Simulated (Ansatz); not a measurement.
# Ethylmethylamine (C₃H₉N): up Jacob's ladder to CCSD(T)

The task here is to estimate one member of a computed series from the others.

The runs use Ansatz 0.2.0, Gaussian basis; functionals in def2-TZVPP, the program's frozen cores in correlated methods.

The runs, in order: LDA (SPW92), PBE-D4, revPBE-D4, BLYP-D4, r2SCAN-D4, B97M-V, PBE0-D4, B3LYP-D4, r2SCANh-D4, r2SCAN0-D4, HSE06-D4, BHLYP-D4, CAM-B3LYP-D4, LC-ωPBE, ωB97X-V, ωB97M-V, B2PLYP, PBE-QIDH; CCSD(T)/def2-SVP; CCSD(T)/def2-TZVPP; CCSD(T)/def2-QZVPP; extrapolation to the limit; RPA on PBE.

## The relaxed structure

The geometry comes from an earlier relaxation with PBE0-D4 in a triple-zeta def2 set; it is a stationary point, not always the lowest conformer.

SMILES `CCNC`, 13 atoms, charge 0, spin multiplicity 1.

Atoms are counted from 1 here; the program's logs count them from 0.

Bond lengths: C1–C2 1.513 Å, C1–H5 1.092 Å, C1–H6 1.092 Å, C1–H7 1.094 Å, C2–N3 1.447 Å, C2–H8 1.096 Å, C2–H9 1.106 Å, N3–C4 1.445 Å, N3–H10 1.013 Å, C4–H11 1.092 Å, C4–H12 1.104 Å, C4–H13 1.094 Å. Angles: C2–C1–H5 110.6°, C2–C1–H6 111.0°, C2–C1–H7 111.0°, H5–C1–H6 108.6°, H5–C1–H7 107.9°, H6–C1–H7 107.6°, C1–C2–N3 111.2°, C1–C2–H8 109.7°, C1–C2–H9 109.7°, N3–C2–H8 107.7°, N3–C2–H9 112.3°, H8–C2–H9 106.1°, C2–N3–C4 113.2°, C2–N3–H10 109.4°, C4–N3–H10 109.9°, N3–C4–H11 109.9°, N3–C4–H12 114.0°, N3–C4–H13 109.5° and more.

Geometry (Å):

```xyz
13

C    -0.8411    1.6363   -0.2846
C    -0.5687    0.2340    0.2155
N     0.6116   -0.3244   -0.4083
C     0.9463   -1.6404    0.0845
H    -0.9570    1.6408   -1.3702
H    -1.7497    2.0420    0.1650
H    -0.0175    2.3108   -0.0306
H    -1.4155   -0.4173   -0.0304
H    -0.4972    0.2390    1.3191
H     1.3935    0.3045   -0.2703
H     1.8734   -1.9862   -0.3768
H     1.0644   -1.6935    1.1805
H     0.1575   -2.3456   -0.1933
```

Set-up of the first run:

File in.yaml:

```yaml
crystal:
  periodic: [false, false, false]
  atoms:
    - {symbol: C, position_ang: [-0.841052, 1.636252, -0.284561]}
    - {symbol: C, position_ang: [-0.568745, 0.234007, 0.215530]}
    - {symbol: N, position_ang: [0.611627, -0.324371, -0.408291]}
    - {symbol: C, position_ang: [0.946269, -1.640403, 0.084497]}
    - {symbol: H, position_ang: [-0.957028, 1.640821, -1.370218]}
    - {symbol: H, position_ang: [-1.749716, 2.041991, 0.164966]}
    - {symbol: H, position_ang: [-0.017493, 2.310761, -0.030641]}
    - {symbol: H, position_ang: [-1.415543, -0.417319, -0.030447]}
    - {symbol: H, position_ang: [-0.497152, 0.238976, 1.319116]}
    - {symbol: H, position_ang: [1.393536, 0.304487, -0.270270]}
    - {symbol: H, position_ang: [1.873446, -1.986162, -0.376826]}
    - {symbol: H, position_ang: [1.064382, -1.693476, 1.180461]}
    - {symbol: H, position_ang: [0.157469, -2.345575, -0.193317]}
basis:
  gaussian: {orbitals: def2-TZVPP}
hamiltonian: {xc: lda}
output: {orbitals: {seedname: orbitals}}
```

On the command line:

```
ansatz run in.yaml --threads 2 --pin off --events-out ev --progress --plain --max-ram 32768MiB --backend cpu
```

Steps of the session up to this table: LDA; PBE-D4 (GGA); revPBE-D4 (GGA); BLYP-D4 (GGA); r2SCAN-D4 (meta-GGA); B97M-V (meta-GGA); PBE0-D4 (hybrid); B3LYP-D4 (hybrid); r2SCANh-D4 (hybrid); r2SCAN0-D4 (hybrid); HSE06-D4 (hybrid); BHLYP-D4 (hybrid); CAM-B3LYP-D4 (range-separated); LC-ωPBE (range-separated); ωB97X-V (range-separated); ωB97M-V (range-separated); B2PLYP (double hybrid); PBE-QIDH (double hybrid).

One table of the session follows, with a row left open; its other results are not shown here.

It belongs to the step «Frontier levels by functional». 

```
  functional  HOMO (eV)  LUMO (eV)  gap (eV)
 LDA (SPW92)      -5.03       0.25      5.28
      PBE-D4      -4.95       0.41      5.36
   revPBE-D4      -4.90       0.50      5.40
     BLYP-D4      -4.86       0.39      5.26
   r2SCAN-D4      -5.21       1.17      6.39
      B97M-V      -5.41       0.59      6.00
     PBE0-D4      -6.37       1.23      7.59
    B3LYP-D4      -6.16       0.88      7.04
  r2SCANh-D4      -5.75       1.41      7.15
  r2SCAN0-D4      -6.56       1.73      8.29
    HSE06-D4      -5.96       0.86      6.82
    BHLYP-D4          ?          ?         ?
CAM-B3LYP-D4      -7.80       1.98      9.78
     LC-ωPBE      -9.13       3.30     12.43
     ωB97X-V      -8.82       3.09     11.91
     ωB97M-V      -8.75       2.65     11.40
```

Estimate the missing values for BHLYP-D4.

Worked estimate for «HOMO (eV)». Against the share of exact exchange, BLYP-D4 (0, -4.86), B3LYP-D4 (0.2, -6.16) give a slope of -6.50 per unit share; at 0.5 the line stands at -8.11.

**Answer.** HOMO (eV): -7.76; LUMO (eV): 1.82; gap (eV): 9.58. In «HOMO (eV)» the line misses by -0.35.
